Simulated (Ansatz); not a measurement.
# A geometry optimisation of CH4AlB with B3LYP/6-31G*

The starting geometry of this gas-phase singlet was optimised with GFN2-xTB.

```yaml
atoms:
  - { symbol: C, position_ang: [0.0500, -1.1485, 0.2793] }
  - { symbol: Al, position_ang: [1.5003, -1.0763, 1.4634] }
  - { symbol: B, position_ang: [-1.1530, -1.9822, 0.5364] }
  - { symbol: H, position_ang: [-2.0155, -1.9824, -0.2633] }
  - { symbol: H, position_ang: [-1.2623, -2.6252, 1.5205] }
  - { symbol: H, position_ang: [0.2477, -0.5313, -0.5998] }
  - { symbol: H, position_ang: [2.7191, -1.0427, 2.4938] }
```

**Question.** Where would you expect an optimisation with B3LYP/6-31G* to take it?

**Answer.** New bonds form, giving a structure with H5 bridging B3 and Al2, given below by its coordinates. Contacts that close: Al2–B3 (2.95 → 2.15 Å), Al2–H5 (3.17 → 1.80 Å).

The energy falls by 0.82 eV over 14 steps:

| step | E − E(last) (eV) |
| --- | --- |
| 1 | 0.817 |
| 2 | 0.730 |
| 4 | 0.575 |
| 5 | 0.391 |
| 7 | 0.065 |
| 8 | 0.012 |
| 10 | 0.000 |
| 11 | 0.000 |
| 13 | 0.000 |
| 14 | 0.000 |

Final geometry (Å):

```json
{"atom": "C", "x (Å)": "0.1483", "y (Å)": "-0.8922", "z (Å)": "-0.0874"}
{"atom": "Al", "x (Å)": "1.0515", "y (Å)": "-1.3075", "z (Å)": "1.4282"}
{"atom": "B", "x (Å)": "-0.8383", "y (Å)": "-1.7944", "z (Å)": "0.5181"}
{"atom": "H", "x (Å)": "-1.9189", "y (Å)": "-2.2305", "z (Å)": "0.2609"}
{"atom": "H", "x (Å)": "-0.4510", "y (Å)": "-2.2690", "z (Å)": "1.6624"}
{"atom": "H", "x (Å)": "0.1110", "y (Å)": "-0.3517", "z (Å)": "-1.0226"}
{"atom": "H", "x (Å)": "1.9837", "y (Å)": "-1.5432", "z (Å)": "2.6707"}
```

Frequencies at the end are all real (lowest 415 cm⁻¹). Run with Ansatz 0.2.0, 52 s on 1 thread of Intel(R) Xeon(R) Processor @ 2.50GHz (Skylake/Cascade Lake), on a shared host.
